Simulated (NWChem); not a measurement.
Polarisability of methane (CH$_{4}$)

```
C
H 1 1.0981
H 1 1.0981 2 109.47
H 1 1.0981 2 109.47 3 120.00
H 1 1.0981 2 109.47 4 120.00
```
Charge 0, spin multiplicity 1.

Program: NWChem. Structure: optimised with PBE0/def2-SVP, a minimum by its harmonic frequencies.

Basis set: 6-31G*. The field's frequency is 0.0428 Ha (1065 nm). This basis has no diffuse functions, which lowers polarisabilities.

```json
[
 {"method": "PBE0", "isotropic polarisability (bohr³)": "12.56", "difference from CCSD linear response": "+0.27"},
 {"method": "CCSD linear response", "isotropic polarisability (bohr³)": "12.29", "difference from CCSD linear response": "0.00"},
 {"method": "PBE", "isotropic polarisability (bohr³)": "12.61", "difference from CCSD linear response": "+0.32"},
 {"method": "HF", "isotropic polarisability (bohr³)": "12.56", "difference from CCSD linear response": "+0.27"},
 {"method": "B3LYP", "isotropic polarisability (bohr³)": "12.53", "difference from CCSD linear response": "+0.24"}
]
```

The values span 0.32 bohr³, from CCSD linear response (lowest) to PBE (highest). 

The correlated methods keep 1 core orbital frozen. B3LYP has NWChem's definition, with VWN1-RPA local correlation. The Pople sets run with spherical d functions. No row is a measurement; the coupled-cluster row has its own basis-set and correlation limits.
